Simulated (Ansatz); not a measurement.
System: trigonal Se. Method: PBE-D4 (Ansatz, an electronic-structure program, PAW).

Run with plane-wave cutoff 500 eV, 12×12×8 k mesh (along the axes of the cell as run), gaussian smearing 0.02 eV, scalar-relativistic PAW data made under PBE.

Cell (relaxed at this level):

Space group P3₁21 (No. 152); a = 4.059 Å, b = 4.059 Å, c = 5.131 Å, α = 90.00°, β = 90.00°, γ = 120.00°

```csv
atom,site,symmetry,x,y,z
Se,3a,.2.,0.7522,0.7522,0.0000
```

Q: Predict the band gap.

A: 
* **band gap**: 0.51 eV (on the SCF k mesh)

Spin–orbit coupling is not included.

Computed values are for the static lattice.

It cost about 60 core-seconds (a rough figure) of CPU time.
